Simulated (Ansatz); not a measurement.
Relaxation of AlFH₄O (7 atoms, charge 0, multiplicity 1), to a largest force component of 0.03 eV/Å in at most 50 steps.

Level of theory: RKS B3LYP/def2-TZVP (Ansatz).

```xyz
7
Properties=species:S:1:pos:R:3
Al 0.060 0.361 -0.108
F -0.013 0.233 1.568
H 1.471 0.642 -0.733
H -1.320 0.368 -0.858
O 0.133 -2.470 0.776
H -0.690 -2.967 0.716
H 0.040 -1.889 1.566
```

Problem. Where does it end, and by what steps?

Solution. The forces met the threshold. After 8 steps the energy has fallen by 0.563 eV; H6 moved furthest, 0.62 Å. Joined: Al1–O5 (2.97 → 2.02 Å).

| step | energy less start (eV) | largest force component (eV/Å) | accepted |
| --- | --- | --- | --- |
| 0 | 0.0000 | 0.834 | yes |
| 1 | -0.1093 | 1.216 | yes |
| 2 | -0.3127 | 1.513 | yes |
| 3 | -0.4955 | 0.956 | yes |
| 4 | -0.5392 | 0.428 | yes |
| 5 | -0.5568 | 0.151 | yes |
| 6 | -0.5612 | 0.102 | yes |
| 7 | -0.5626 | 0.064 | yes |
| 8 | -0.5631 | 0.020 | yes |

```xyz
7
Properties=species:S:1:pos:R:3
Al 0.044 -0.012 0.068
F -0.022 0.464 1.685
H 1.415 0.253 -0.666
H -1.340 -0.032 -0.707
O 0.113 -1.948 0.635
H -0.605 -2.506 0.309
H 0.074 -1.941 1.603
```

Whether the end is a true minimum wasn't checked by a vibrational analysis.

The run took 6.5 s on 4 threads of Intel(R) Xeon(R) 6975P-C (Granite Rapids), on a shared host, peak memory 0.2 GiB.
